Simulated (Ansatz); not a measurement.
# AlH3⁺, quartet: the ladder up to full CI

Geometry: that of the AlH3⁺, doublet, kept fixed. The doublet lies 5.7 eV lower here.

```yaml
atoms:
  - { symbol: Al, position_ang: [0.0000, 0.0571, 0.0000] }
  - { symbol: H, position_ang: [0.0000, 0.2262, -1.5512] }
  - { symbol: H, position_ang: [0.0000, 0.2262, 1.5512] }
  - { symbol: H, position_ang: [0.0000, -1.9820, 0.0000] }
```

Basis aug-cc-pVDZ; Ansatz 0.2.0. Only valence electrons are correlated (noble-gas cores frozen), which leaves 5 electrons in 49 orbitals. Prefix R: restricted or restricted open-shell reference; prefix U: unrestricted. Active spaces: valence = (5e, 7o) chosen from the atoms' valence shells.

Full CI is exact within this basis and frozen core; it isn't the basis-set limit. The frozen core follows each run's orbitals, which can shift R against U totals by a few meV.

Coupled cluster chose its determinant by trial CCSD, here up to 0.23 eV above the lowest Hartree–Fock solution of its kind, and MP2 stands on that determinant too.

```
UHF ⟨S²⟩                            : 3.868
⟨S²⟩ of the determinant under UCCSD : 3.810
T1 diagnostic (RCCSD)               : 0.0296
largest doubles amplitude (RCCSD)   : 0.141
T1 diagnostic (UCCSD)               : 0.0295
```

| level | E − E(determinant under the R cluster runs) (eV) |
| --- | --- |
| RMP2 | -1.7114 |
| UMP2 | -1.6566 |
| RCCSD* | -2.2797 |
| UCCSD* | -2.2919 |
| RCCSD(T)* | -2.3466 |
| UCCSD(T)* | -2.3489 |

(1) Estimate how far full CI in aug-cc-pVDZ lies from RCCSD(T). The table doesn't fix it; the size of (T) and the diagnostics are the guide.

(1) Full CI in aug-cc-pVDZ lies 0.96 mEh below RCCSD(T), which is 39 % of the (T) step (-2.46 mEh). A doubles amplitude is large, and the rest is a large part of (T).

The other levels:

```
                   level  E − E(full CI) (mEh)  share of correlation (%)  wall time
                BCCD(T)*                  0.95                     98.91      6.5 s
                 RCCSDT*                  0.09                     99.89          –
                 UCCSDT*                  0.07                     99.91          –
              RCCSDT(Q)*                  0.02                     99.98       25 s
              UCCSDT(Q)*                  0.01                     99.99       16 s
  CASSCF (valence space)                 38.77                     55.53          –
  NEVPT2 (valence space)                 13.77                     84.21      1.4 s
  MRCISD (valence space)                  2.28                     97.38          –
MRCISD+Q (valence space)                  0.75                     99.14      1.9 s
```

An asterisk marks runs whose energy the program itself flagged as in doubt.

The correlation energy at full CI, counted from the determinant under the R cluster runs, is -2.373 eV. That run took 2.1 min on 1 thread of Intel Xeon 6975P-C, shared host over 2,564,908 determinants.

Run but not shown, since their state or frozen core can't be matched to the reference's or they repeat it: RHF, UHF, CISD.

Times hold each run's SCF and search for its determinant on a shared host, so for small cases they say little of a method's own cost; they ran on 1 thread of Intel Xeon 6975P-C.

The full-CI state has the irrep A2 of C2v, in the program's axes.

Natural occupations of full CI about the gap: 1.890 1.011 0.995 0.970 0.061 0.023 0.011 0.008 0.007 0.004; effectively unpaired electrons, Σ n²(2−n)², 3.06.
